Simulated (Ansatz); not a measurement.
# BH₃ (triplet): the correlation ladder at distance B1–H3 = 0.934 Å, cc-pVDZ

How much of the correlation energy of BH₃ (triplet) does each wave-function method recover here?

Program: Ansatz 0.2.0, Gaussian basis. Level of theory: cc-pVDZ, core rule «outside noble gas», up to 1 orbitals frozen. These are calculated values, not measurements.

To be run: UHF; CCSD(T) on ROHF; CCSD(T) on UHF; BCCD(T) on ROHF; CISD; CCSDT(Q) on ROHF; CCSDT(Q) on UHF; CASSCF and MRCISD+Q, 4 electrons in 4 orbitals; CASSCF and NEVPT2, 4 electrons in 4 orbitals; CASSCF and MRCISD+Q, 6 electrons in 7 orbitals; CASSCF and NEVPT2, 6 electrons in 7 orbitals; Full CI.

16 further runs of the same task are left out: 15 that didn't finish, 1 set aside as unsound or not needed.

### Step 1. What is computed

The geometry derives from a PBE0/def2-TZVP stationary point (not a proven minimum). One bond is set to the value named and the two fragments are kept rigid.

4 atoms, charge 0, spin multiplicity 3.

Atoms are counted from 1 here; the program's logs count them from 0.

Bond lengths: B1–H2 1.281 Å, B1–H3 0.934 Å, B1–H4 1.281 Å. Angles: H2–B1–H3 117.7°, H2–B1–H4 49.8°, H3–B1–H4 117.7°.

Geometry (Å):

```
B    -0.1037    0.0000    0.1036
H     0.3226    0.5391   -0.9773
H     0.4666    0.0000    0.8433
H     0.3226   -0.5391   -0.9773
```

### Step 2. UHF

File in.yaml:

```yaml
crystal:
  periodic: [false, false, false]
  atoms:
    - {symbol: B, position_ang: [-0.103660, 0.000008, 0.103614]}
    - {symbol: H, position_ang: [0.322650, 0.539087, -0.977325]}
    - {symbol: H, position_ang: [0.466618, -0.000037, 0.843303]}
    - {symbol: H, position_ang: [0.322567, -0.539134, -0.977326]}
basis:
  gaussian: {orbitals: cc-pVDZ}
magnetization: {spin_polarized: true, initial_magnetization: 2}
hamiltonian: {xc: hf}
output: {orbitals: {seedname: orbitals}}
```

Started as:

```
$ ansatz run in.yaml --threads 1 --pin off --events-out ev --progress --plain --max-ram 2393MiB
```

Further steps of the session: CCSD(T) on ROHF; CCSD(T) on UHF; BCCD(T) on ROHF; CISD; CCSDT(Q) on ROHF; CCSDT(Q) on UHF; CASSCF and MRCISD+Q, 4 electrons in 4 orbitals; CASSCF and NEVPT2, 4 electrons in 4 orbitals; CASSCF and MRCISD+Q, 6 electrons in 7 orbitals; CASSCF and NEVPT2, 6 electrons in 7 orbitals; Full CI.

Q: Predict the results of all the runs planned. Wanted: FCI below the RHF energy; RMP2 from FCI; UMP2 from FCI; RCCSD from FCI; RCCSD(T) from FCI; UCCSD(T) from FCI; RCCSDT(Q) from FCI; UCCSDT(Q) from FCI; NEVPT2 pair from FCI.

As calculated:

| quantity | value |
| --- | --- |
| FCI below the RHF energy | -2.9747 eV |
| RMP2 from FCI | +629.2 meV |
| UMP2 from FCI | +633.3 meV |
| RCCSD from FCI | +64.1 meV |
| RCCSD(T) from FCI | +13.5 meV |
| UCCSD(T) from FCI | +13.1 meV |
| RCCSDT(Q) from FCI | +0.2 meV |
| UCCSDT(Q) from FCI | -0.2 meV |
| NEVPT2 pair from FCI | +657.5 meV |
| MRCISD+Q pair from FCI | -8.7 meV |
| NEVPT2 valence from FCI | +504.5 meV |
| levels within 1 kcal/mol (43 meV) | RCCSD(T), UCCSD(T), BCCD(T), RCCSDT, UCCSDT, RCCSDT(Q), UCCSDT(Q), MRCISD+Q pair, MRCISD+Q valence |
| T1 diagnostic | 0.014 |
| effectively unpaired electrons | 2.02 |

RCCSD(T) misses by +13.5 meV, 0.5 % of the correlation energy. MRCISD+Q pair falls below full CI: the +Q correction isn't variational, and the cores differ from full CI's. One determinant dominates. Of the multireference levels listed MRCISD+Q valence comes nearest in total energy (+1.7 meV), which doesn't show that its space is the better one. These misses are within one basis, not against nature; the frozen cores of restricted and unrestricted runs differ, which can shift their rows.
